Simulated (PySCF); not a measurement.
**Cost against result**

Saddle point of CH$_{7}$NSi, singlet (CH₅N ([CH3][NH2]) + SiH₂ → CH₇NSi ([CH3][NH][SiH3]); bonds formed: Si1–H2; dative contacts that become bonds: Si1–N3; bonds broken: H2–N3), PBE0-D4/def2-TZVP structure:

```
10
angstrom
Si -0.9485 -1.2838 -0.2215
H -0.0213 -0.9847 1.0579
N 0.5820 -0.2284 0.0691
C 0.3586 1.1696 0.3563
H -1.8614 -0.4867 -1.1128
H -0.4009 -2.3729 -1.0893
H 1.4591 -0.4315 -0.3938
H 0.1380 1.7477 -0.5489
H 1.2111 1.6199 0.8704
H -0.5168 1.2509 1.0124
```

Barriers are electronic and count from the start structure reached by relaxing down the imaginary mode.

Program: PySCF 2.14 with density fitting (its default auxiliary sets; JK sets also for MP2 and CCSD(T)). Basis: as named in each row. Cores are frozen in the correlated methods. B3LYP uses VWN-RPA correlation. Extrapolation: Hartree–Fock as exp(−7.88 √X), correlation as X^−2.97.

Times are rough, for one single point on 4 threads of a shared host (Arm Neoverse V1).

The estimate by CCSD(T) at an estimated basis limit (MP2 extrapolated from triple and quadruple zeta, plus CCSD(T) − MP2 in triple zeta) is 161.2 kJ/mol.

```
   method       basis  time (s)  barrier (kJ/mol)  method less estimate
       HF      STO-3G   under 1             258.6                  97.4
 B3LYP-D4       6-31G         3             182.2                  21.0
  PBE0-D4    def2-SVP         4             154.0                  -7.3
   PBE-D4    def2-SVP         4             133.2                 -28.1
      MP2  def2-QZVPP         5             152.6                  -8.7
    SPW92  def2-TZVPP         9             120.5                 -40.7
  PBE0-D4  def2-TZVPP        10             151.7                  -9.5
 B3LYP-D4  def2-TZVPP        10             155.2                  -6.0
 BHLYP-D4  def2-TZVPP        11             177.6                  16.3
  CCSD(T)    def2-SVP        12             175.9                  14.6
   PBE-D4  def2-TZVPP        12             132.7                 -28.5
r2SCAN-D4  def2-TZVPP        28             138.1                 -23.2
  wB97M-V  def2-TZVPP       180             165.9                   4.6
  CCSD(T)  def2-TZVPP       360             165.8                   4.6
```

All methods are single points on the PBE0-D4 structures.

The T1 diagnostic stays at or below 0.013. The restricted Hartree–Fock reference is unstable towards an unrestricted one at one or more of these structures.

Losses and insertions of silylenes and their heavier kin drive the gas-phase chemistry of silicon and germanium vapour deposition.

Labels in which every atom is bracketed show which atoms are joined, not bond orders.
